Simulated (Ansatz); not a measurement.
Saddle point of CH5Al, closed shell (CH₅Al ([CH3][AlH2]) → AlH + CH₄; bonds formed: C2–H3; bonds broken: Al1–C2, Al1–H3), PBE0-D4/def2-TZVP structure:

```xyz
7
angstrom
Al -0.2260 1.2079 0.9883
C 0.2073 -0.4522 -0.4639
H 0.9593 1.0335 -0.0374
H -1.5307 0.4718 1.4932
H 1.0608 -0.4852 -1.1410
H 0.2468 -1.3138 0.2091
H -0.7176 -0.4622 -1.0485
```

Energies are electronic, without zero-point energy. Barriers and step energies count from the start structure reached by relaxing down the imaginary mode; all methods use the PBE0-D4 structures, on which another method's saddle can fall below an end. Ansatz 0.2.0; basis: def2-TZVPP, with def2-QZVPP for the basis limit; cores frozen in the correlated methods. B3LYP uses VWN-RPA correlation. Extrapolation: Hartree–Fock as exp(−7.88 √X), correlation as X^−2.97.

```tsv
method	barrier (kJ/mol)	step energy (kJ/mol)
SPW92	258.7	108.6
PBE-D4	269.1	94.9
BLYP-D4	277.5	84.3
r2SCAN-D4	291.9	117.8
B97M-V	306.5	105.9
PBE0-D4	298.4	101.5
B3LYP-D4	301.5	91.8
r2SCAN0-D4	?	115.9
BHLYP-D4	336.2	98.0
CAM-B3LYP-D4	?	101.5
wB97X-V	331.0	111.2
wB97M-V	318.3	96.6
B2PLYP	311.8	99.0
PBE-QIDH	?	110.7
RPA on PBE	299.0	81.7
HF	388.0	93.0
MP2	322.1	109.6
CCSD	324.2	91.4
CCSD(T)	310.4	93.9
```

(1) Fill in the withheld barriers. (To be estimated.)

The T1 diagnostic stays at or below 0.017. The restricted Hartree–Fock reference is unstable towards an unrestricted one at one or more of these structures. A large double-excitation amplitude points to some diradical character; no triplet was computed.

## Answers

(1) Computed: PBE-QIDH 322.8; r2SCAN0-D4 312.3; CAM-B3LYP-D4 322.1 kJ/mol. Each is the energy of the saddle less that of the start structure, by the same method.

For comparison, the barrier by CCSD(T) at an estimated basis limit (MP2 extrapolated from triple and quadruple zeta, plus CCSD(T) − MP2 in triple zeta) is 310.9 kJ/mol.

Labels in which every atom is bracketed show which atoms are joined, not bond orders.

For scale, one of the runs: CCSD(T)/def2-TZVPP, 143 basis functions, launched by `ansatz run in.yaml --threads 2 --pin off --events-out ev --progress --plain --max-ram 4352MiB`. Time: 13 s of wall clock on 2 CPU threads of an Intel Xeon Platinum 8375C; the host was shared. Peak host memory: 0.79 GiB.
